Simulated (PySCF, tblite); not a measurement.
# C₃H₃N₃: changes of charge, part 2 of 2

tblite 0.8.0 and PySCF 2.14.0. Atoms count from 0. The steps go on from the part before.

## 10. Relaxing the molecule at PBE0-D3(BJ)/def2-SVP

This step treats C3H3N3+ (doublet), labelled `[CH]1C=NN=[N+]=C1` (the label fixes atoms and charge, not where charge and spin sit).

What the job is given:

```
{"job": {"xc": "PBE0", "basis": "def2-SVP", "d3": "d3bj", "grid": 1, "kind": "geom"}, "charge": 1, "multiplicity": 2}
C      0.023413     0.838741    -0.042045
C      1.207881     0.104134     0.011937
N      1.102196    -1.227393     0.055606
N     -0.031483    -1.713571     0.047184
N     -1.143378    -1.180942     0.006198
C     -1.191566     0.153693    -0.042202
H      0.046852     1.921564    -0.082872
H      2.207186     0.521076     0.022630
H     -2.172102     0.611625    -0.078126
```

The log of the run:

```text
step   0  E = -279.44473311  max force = 0.018679
step   1  E = -279.44595540  max force = 0.005927
step   2  E = -279.44600651  max force = 0.000291
step   3  E = -279.44600689  max force = 0.000069
optimisation converged
```

It took 29 s on 1 thread of Arm Neoverse N1, shared host.

Relaxation path:

```csv
step,energy from step 0 (eV),largest force component (eV/Å)
0,0.0000,0.9605
1,-0.0333,0.3048
2,-0.0347,0.0150
3,-0.0347,0.0035
```

Distances of close pairs at the start and the end, largest changes first:

| bond | before (Å) | after (Å) | change (Å) |
| --- | --- | --- | --- |
| N4–C5 | 1.336 | 1.350 | +0.014 |
| C1–N2 | 1.336 | 1.350 | +0.014 |
| C5–H8 | 1.083 | 1.093 | +0.011 |
| C1–H7 | 1.083 | 1.093 | +0.011 |
| C0–H6 | 1.084 | 1.094 | +0.010 |
| C0–C5 | 1.395 | 1.395 | +0.000 |
| N2–N3 | 1.234 | 1.233 | -0.000 |
| C0–C1 | 1.395 | 1.395 | +0.000 |

The end geometry stands in the next job.

| at the end point | value |
| --- | --- |
| point group (found at 0.08 Å tolerance) | C2v |
| rotational constants (GHz, main isotopes) | 6.834, 6.279, 3.272 |
| ⟨S²⟩ | 0.755 |

## 11. Harmonic vibrations (C₃H₃N₃+ (doublet), [CH]1C=NN=[N+]=C1): PBE0-D3(BJ)/def2-SVP

What the job is given:

```
{"job": {"xc": "PBE0", "basis": "def2-SVP", "d3": "d3bj", "grid": 2, "kind": "hessian"}, "charge": 1, "multiplicity": 2}
C      0.025335     0.838789    -0.042710
C      1.207452     0.100078     0.014049
N      1.114041    -1.245930     0.064514
N     -0.033949    -1.696422     0.055512
N     -1.159712    -1.194858     0.009454
C     -1.190130     0.153910    -0.044325
H      0.050881     1.931933    -0.084747
H      2.214405     0.526035     0.021016
H     -2.176109     0.624569    -0.085843
```

The log of the run:

```text
coarse grid: 8304 points
cycle   1  E = -279.3534900728  dE =  1.639e+00  |g| = 3.565e-01  |ddm| = 2.584e+00
cycle   2  E = -279.2852065593  dE =  6.828e-02  |g| = 5.295e-01  |ddm| = 7.608e-01
cycle   3  E = -279.4096378019  dE = -1.244e-01  |g| = 1.211e-01  |ddm| = 4.872e-01
cycle   4  E = -279.4165309704  dE = -6.893e-03  |g| = 1.728e-02  |ddm| = 1.100e-01
cycle   5  E = -279.4167256309  dE = -1.947e-04  |g| = 8.912e-03  |ddm| = 2.640e-02
cycle   6  E = -279.4167704529  dE = -4.482e-05  |g| = 3.802e-03  |ddm| = 1.083e-02
cycle   7  E = -279.4167828005  dE = -1.235e-05  |g| = 1.538e-03  |ddm| = 5.333e-03
cycle   8  E = -279.4167859726  dE = -3.172e-06  |g| = 1.508e-03  |ddm| = 3.793e-03
final grid: 82720 points
cycle   9  E = -279.4460418256  dE = -1.633e-05  |g| = 4.351e-03  |ddm| = 1.655e-02
cycle  10  E = -279.4460213273  dE =  2.050e-05  |g| = 7.966e-03  |ddm| = 1.072e-02
cycle  11  E = -279.4460504129  dE = -2.909e-05  |g| = 1.731e-03  |ddm| = 7.712e-03
cycle  12  E = -279.4460519076  dE = -1.495e-06  |g| = 4.144e-04  |ddm| = 1.712e-03
cycle  13  E = -279.4460520508  dE = -1.432e-07  |g| = 2.209e-04  |ddm| = 4.898e-04
cycle  14  E = -279.4460522022  dE = -1.514e-07  |g| = 1.003e-04  |ddm| = 7.218e-04
cycle  15  E = -279.4460522580  dE = -5.580e-08  |g| = 2.844e-05  |ddm| = 6.498e-04
cycle  16  E = -279.4460522604  dE = -2.418e-09  |g| = 2.033e-05  |ddm| = 1.427e-04
cycle  17  E = -279.4460522607  dE = -2.533e-10  |g| = 2.499e-06  |ddm| = 2.575e-05
cycle  18  E = -279.4460522607  dE = -1.251e-11  |g| = 1.731e-06  |ddm| = 8.765e-06
converged SCF energy = -279.4460522607

mode    cm-1
  1     386.1
  2     398.9
  3     497.0
  4     722.5
  5     723.1
  6     823.4
  7     980.6
  8     999.4
  9    1031.1
 10    1084.0
 11    1104.2
 12    1175.0
 13    1209.9
 14    1336.1
 15    1479.0
 16    1493.9
 17    1574.2
 18    1600.8
 19    3231.2
 20    3256.0
 21    3257.9
ZPE 169.656  H(298)-E 183.146  G(298)-E 97.924 kJ/mol  S 285.84 J/(mol K)
```

Run time: 5.4 min. Hardware: 1 thread of Arm Neoverse N1, shared host; peak memory 1.6 GiB.

Zero-point energy 169.66 kJ/mol (xTB gave 158.88).

## 12. Single point (C3H3N3): wB97X-D3(BJ)/ma-def2-TZVP

Geometry: PBE0-D3(BJ)/def2-SVP, that of another charge or spin state.

The job, as its differences from that of step 11:

```diff
@@ -1,2 +1,2 @@
-{"job": {"xc": "PBE0", "basis": "def2-SVP", "d3": "d3bj", "grid": 2, "kind": "hessian"}, "charge": 1, "multiplicity": 2}
+{"job": {"kind": "sp", "xc": "wB97X", "basis": "ma-def2-TZVP", "d3": "d3bj", "grid": 2}, "charge": 0, "multiplicity": 1}
 C      0.025335     0.838789    -0.042710
```

The log of the run:

```text
coarse grid: 8304 points
cycle   1  E = -280.4416185015  dE =  1.573e+00  |g| = 4.246e-01  |ddm| = 2.860e+00
cycle   2  E = -280.4706796221  dE = -2.906e-02  |g| = 2.862e-01  |ddm| = 1.014e+00
cycle   3  E = -280.4859341886  dE = -1.525e-02  |g| = 7.915e-02  |ddm| = 2.924e-01
cycle   4  E = -280.4872798544  dE = -1.346e-03  |g| = 2.456e-02  |ddm| = 1.434e-01
cycle   5  E = -280.4874253851  dE = -1.455e-04  |g| = 6.996e-03  |ddm| = 5.327e-02
cycle   6  E = -280.4874389267  dE = -1.354e-05  |g| = 2.327e-03  |ddm| = 2.229e-02
cycle   7  E = -280.4874405574  dE = -1.631e-06  |g| = 9.119e-04  |ddm| = 7.730e-03
final grid: 82720 points
cycle   8  E = -280.4675518066  dE = -3.935e-05  |g| = 1.858e-03  |ddm| = 6.113e-02
cycle   9  E = -280.4675525150  dE = -7.085e-07  |g| = 8.553e-04  |ddm| = 5.645e-03
cycle  10  E = -280.4675526541  dE = -1.390e-07  |g| = 3.519e-04  |ddm| = 1.132e-03
cycle  11  E = -280.4675526790  dE = -2.490e-08  |g| = 1.223e-04  |ddm| = 5.955e-04
cycle  12  E = -280.4675526821  dE = -3.082e-09  |g| = 2.030e-05  |ddm| = 1.709e-04
converged SCF energy = -280.4675526821
```

Run time: 15 s. Hardware: 1 thread of Arm Neoverse N1, shared host; peak memory 0.72 GiB.

## 13. Single point (C₃H₃N₃+ (doublet), [CH]1C=NN=[N+]=C1): wB97X-D3(BJ)/ma-def2-TZVP

Geometry: PBE0-D3(BJ)/def2-SVP.

The job, as its differences from that of step 12:

```diff
@@ -1,2 +1,2 @@
-{"job": {"kind": "sp", "xc": "wB97X", "basis": "ma-def2-TZVP", "d3": "d3bj", "grid": 2}, "charge": 0, "multiplicity": 1}
+{"job": {"kind": "sp", "xc": "wB97X", "basis": "ma-def2-TZVP", "d3": "d3bj", "grid": 2}, "charge": 1, "multiplicity": 2}
 C      0.025335     0.838789    -0.042710
```

The log of the run:

```text
final grid: 82720 points
cycle   1  E = -280.0940397315  dE = -8.805e-03  |g| = 3.800e-01  |ddm| = 6.694e-01
cycle   2  E = -280.0675605333  dE =  2.648e-02  |g| = 4.489e-01  |ddm| = 4.604e-01
cycle   3  E = -280.1554149317  dE = -8.785e-02  |g| = 2.649e-02  |ddm| = 2.734e-01
cycle   4  E = -280.1558189256  dE = -4.040e-04  |g| = 1.192e-02  |ddm| = 3.876e-02
cycle   5  E = -280.1559285611  dE = -1.096e-04  |g| = 5.105e-03  |ddm| = 1.795e-02
cycle   6  E = -280.1559665768  dE = -3.802e-05  |g| = 2.915e-03  |ddm| = 9.359e-03
cycle   7  E = -280.1559850126  dE = -1.844e-05  |g| = 1.127e-03  |ddm| = 6.771e-03
cycle   8  E = -280.1559899711  dE = -4.958e-06  |g| = 5.565e-04  |ddm| = 3.805e-03
cycle   9  E = -280.1559915666  dE = -1.596e-06  |g| = 3.030e-04  |ddm| = 2.258e-03
cycle  10  E = -280.1559921553  dE = -5.887e-07  |g| = 1.544e-04  |ddm| = 1.296e-03
cycle  11  E = -280.1559922650  dE = -1.097e-07  |g| = 1.315e-04  |ddm| = 5.458e-04
cycle  12  E = -280.1559922947  dE = -2.968e-08  |g| = 3.814e-05  |ddm| = 2.982e-04
cycle  13  E = -280.1559922977  dE = -3.008e-09  |g| = 2.153e-05  |ddm| = 1.075e-04
converged SCF energy = -280.1559922977
```

It took 38 s on 1 thread of Arm Neoverse N1, shared host; peak memory 0.8 GiB.

## 14. Single point (C3H3N3): wB97X-D3(BJ)/ma-def2-TZVP in acetonitrile

Geometry: PBE0-D3(BJ)/def2-SVP.

What the job is given:

```
{"job": {"kind": "sp", "xc": "wB97X", "basis": "ma-def2-TZVP", "d3": "d3bj", "grid": 2, "solvent": "acetonitrile"}, "charge": 0, "multiplicity": 1}
C      0.022367     0.877677    -0.035851
C      1.170288     0.101762     0.017497
N      1.116730    -1.229291     0.062769
N     -0.039548    -1.844387     0.057970
N     -1.166717    -1.179225     0.008704
C     -1.159711     0.152859    -0.037733
H      0.047132     1.968600    -0.073031
H      2.174673     0.537165     0.025031
H     -2.143338     0.631778    -0.076686
```

The log of the run:

```text
final grid: 82720 points
cycle   1  E = -280.5089738512  dE = -2.715e-03  |g| = 4.753e-02  |ddm| = 4.142e-01
cycle   2  E = -280.5092027854  dE = -2.289e-04  |g| = 4.560e-02  |ddm| = 1.787e-01
cycle   3  E = -280.5096888278  dE = -4.860e-04  |g| = 6.174e-03  |ddm| = 4.282e-02
cycle   4  E = -280.5097142660  dE = -2.544e-05  |g| = 3.140e-03  |ddm| = 5.380e-02
cycle   5  E = -280.5097168178  dE = -2.552e-06  |g| = 7.115e-04  |ddm| = 8.646e-03
cycle   6  E = -280.5097170272  dE = -2.094e-07  |g| = 1.529e-04  |ddm| = 3.411e-03
cycle   7  E = -280.5097170415  dE = -1.434e-08  |g| = 5.951e-05  |ddm| = 8.206e-04
cycle   8  E = -280.5097170428  dE = -1.317e-09  |g| = 1.389e-05  |ddm| = 2.330e-04
converged SCF energy = -280.5097170428
```

Run time: 17 s. Hardware: 1 thread of Arm Neoverse N1, shared host; peak memory 0.8 GiB.

## 15. Single point (C₃H₃N₃+ (doublet), [CH]1C=NN=[N+]=C1): wB97X-D3(BJ)/ma-def2-TZVP in acetonitrile

Geometry: PBE0-D3(BJ)/def2-SVP.

What the job is given:

```
{"job": {"kind": "sp", "xc": "wB97X", "basis": "ma-def2-TZVP", "d3": "d3bj", "grid": 2, "solvent": "acetonitrile"}, "charge": 1, "multiplicity": 2}
C      0.025335     0.838789    -0.042710
C      1.207452     0.100078     0.014049
N      1.114041    -1.245930     0.064514
N     -0.033949    -1.696422     0.055512
N     -1.159712    -1.194858     0.009454
C     -1.190130     0.153910    -0.044325
H      0.050881     1.931933    -0.084747
H      2.214405     0.526035     0.021016
H     -2.176109     0.624569    -0.085843
```

The log of the run:

```text
final grid: 82720 points
cycle   1  E = -280.2526376821  dE = -7.191e-04  |g| = 1.491e-02  |ddm| = 2.166e-01
cycle   2  E = -280.2527038420  dE = -6.616e-05  |g| = 1.222e-02  |ddm| = 6.068e-02
cycle   3  E = -280.2527735107  dE = -6.967e-05  |g| = 1.936e-03  |ddm| = 1.216e-02
cycle   4  E = -280.2527775239  dE = -4.013e-06  |g| = 5.616e-04  |ddm| = 1.138e-02
cycle   5  E = -280.2527778844  dE = -3.605e-07  |g| = 1.507e-04  |ddm| = 2.871e-03
cycle   6  E = -280.2527779232  dE = -3.884e-08  |g| = 6.902e-05  |ddm| = 4.554e-04
cycle   7  E = -280.2527779379  dE = -1.466e-08  |g| = 3.775e-05  |ddm| = 2.563e-04
cycle   8  E = -280.2527779428  dE = -4.961e-09  |g| = 2.604e-05  |ddm| = 1.001e-04
converged SCF energy = -280.2527779428
```

Run time: 25 s. Hardware: 1 thread of Arm Neoverse N1, shared host; peak memory 0.8 GiB.

## 16. Changes of charge: wB97X-D3(BJ)/ma-def2-TZVP

This step combines the energies above: geometries from PBE0-D3(BJ)/def2-SVP, zero-point and thermal terms from PBE0-D3(BJ)/def2-SVP.

What the job is given:

```
{"job": {"kind": "rx", "dirs": [1], "geom": {"xc": "PBE0", "basis": "def2-SVP", "d3": "d3bj", "grid": 1}, "hess": 1, "level": {"xc": "wB97X", "basis": "ma-def2-TZVP", "d3": "d3bj", "solvents": ["acetonitrile"]}}, "charge": 0, "multiplicity": 1}
C      0.022367     0.877677    -0.035851
C      1.170288     0.101762     0.017497
N      1.116730    -1.229291     0.062769
N     -0.039548    -1.844387     0.057970
N     -1.166717    -1.179225     0.008704
C     -1.159711     0.152859    -0.037733
H      0.047132     1.968600    -0.073031
H      2.174673     0.537165     0.025031
H     -2.143338     0.631778    -0.076686
```

Output (the driver's rows laid out field by field):

```text
ionisation and electron attachment, wB97X-D3(BJ)/ma-def2-TZVP // PBE0-D3(BJ)/def2-SVP

row 1
  change                  oxidation
  charge                  1
  multiplicity            2
  vertical_ev             9.9273
  vertical_s2             0.759
  formula                 C3H3N3
  smiles                  [CH]1C=NN=[N+]=C1
  kept                    yes
  pieces                  1
  point_group             C2v
  adiabatic_electronic_ev 9.2123
  adiabatic_ev            9.2202
  free_energy_ev          9.2051
  s2                      0.756
  bonds_moved             2 3 1.31 1.233; 3 4 1.31 1.233; 1 2 1.333 1.35; 4 5 1.333 1.35
  spin_on                 3 N 0.616; 2 N 0.143; 4 N 0.143
  charge_moved            3 N 0.322; 2 N 0.143; 4 N 0.143
  vertical_back_ev        8.478
  relaxation_parent_ev    0.7343
  relaxation_ion_ev       0.7151
  reorganisation_ev       1.4494
  solution                solvent acetonitrile, absolute_potential_v 6.9845, solvation_parent_kj -39.85, solvation_ion_kj -254.11
```

It took 12 min on 1 thread of Arm Neoverse N1, shared host; peak memory 0.8 GiB.

Energy taken up on oxidation, or given off on reduction (eV; adiabatic with zero-point energy):

```csv
change,product,vertical,adiabatic,free energy,reorganisation,⟨S²⟩
oxidation (multiplicity 2),[CH]1C=NN=[N+]=C1,9.93,9.22,9.21,1.45,0.76
```

On oxidation to multiplicity 2 charge changes most on N3 (+0.32 e), N2 (+0.14 e), N4 (+0.14 e); the spin sits on N3 (0.62), N2 (0.14), N4 (0.14); the bond N2–N3 goes from 1.310 to 1.233 Å; the absolute potential is 6.98 V in acetonitrile.

## 17. Summary of results

This closing draws on all 2 parts.

| quantity | value |
| --- | --- |
| strongest single infrared mode (GFN2-xTB) | 1501 cm⁻¹, 72 km/mol |
| zero-point energy (GFN2-xTB) | 38.1 kcal/mol |
| point group | C2v |
| rotational constants (main isotopes) | 6.43, 6.32, 3.19 GHz |
| ionisation energy (wB97X-D3(BJ)/ma-def2-TZVP) | vertical 9.93 eV, adiabatic 9.22 eV |

All 21 modes are real, so the xTB geometry is a minimum. GFN2-xTB is a fitted tight-binding method: band positions and strengths are rough. Its intensities can rank the bands wrongly. The optimisation took 3 steps and gained 0.040 eV; among the close pairs (by a distance rule), N2–N3 changed most, from 1.289 to 1.310 Å (PBE0/def2-SVP). At wB97X-D3(BJ)/ma-def2-TZVP, relaxation with the zero-point term after oxidation moves the energy taken up from 9.93 eV (vertical) to 9.22 eV (adiabatic, with zero-point energy).
